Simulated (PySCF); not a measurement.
Saddle point of BH₄ClO, singlet (BH₃O ([BH2][OH]) + HCl → BH₂Cl ([BH2][Cl]) + H₂O (still joined by a long B–O bond); bonds formed: B1–Cl6, O2–H5; bonds broken: H5–Cl6; bonds weakened to dative contacts: B1–O2), PBE0-D4/def2-TZVP structure:

B1  (0.323, -0.372, 0.455)
O2  (0.255, -0.128, -1.002)
H3  (1.367, -0.086, 0.946)
H4  (-0.395, -1.221, 0.887)
H5  (-0.331, 0.952, -0.577)
Cl6  (-0.801, 1.533, 0.711)
H7  (-0.417, -0.677, -1.420)
(Å)

Energies are electronic, without zero-point energy. Barriers and step energies count from the start structure reached by relaxing down the imaginary mode; all methods use the PBE0-D4 structures, on which another method's saddle can fall below an end. Program: PySCF 2.14 with density fitting (its default auxiliary sets; JK sets also for MP2 and CCSD(T)). Basis: def2-TZVPP, with def2-QZVPP for the basis limit. Cores are frozen in the correlated methods. B3LYP uses VWN-RPA correlation. Extrapolation: Hartree–Fock as exp(−7.88 √X), correlation as X^−2.97.

| method | barrier (kJ/mol) | step energy (kJ/mol) |
| --- | --- | --- |
| SPW92 | 36.6 | -17.3 |
| PBE-D4 | 65.8 | 3.7 |
| r2SCAN-D4 | 72.5 | 2.9 |
| PBE0-D4 | 76.2 | 0.8 |
| B3LYP-D4 | ? | 19.5 |
| BHLYP-D4 | 106.4 | 17.6 |
| wB97M-V | 88.0 | 6.4 |
| HF | ? | 36.6 |
| MP2 | ? | 5.6 |
| CCSD | 104.5 | 14.3 |
| CCSD(T) | 94.9 | 10.9 |

Problem. Fill in the withheld barriers. (Judge from chemistry; the value comes from the calculation.)

Solution. Computed: MP2 86.9; HF 147.0; B3LYP-D4 93.3 kJ/mol. Each is the energy of the saddle less that of the start structure, by the same method.

For comparison, the barrier by CCSD(T) at an estimated basis limit (MP2 extrapolated from triple and quadruple zeta, plus CCSD(T) − MP2 in triple zeta) is 91.9 kJ/mol.

T1 diagnostic: at most 0.013.

Hydrogen chloride, the by-product of chloride precursors, can attack films and sites by steps of this kind.

Labels in which every atom is bracketed show which atoms are joined, not bond orders.

For scale, one of the runs: CCSD(T)/def2-TZVPP, 160 basis functions, launched by `OMP_NUM_THREADS=4 python run.py`. Hardware: 4 CPU threads of an AMD EPYC, shared host. Wall time 2.6 min; peak host memory 1.2 GiB.
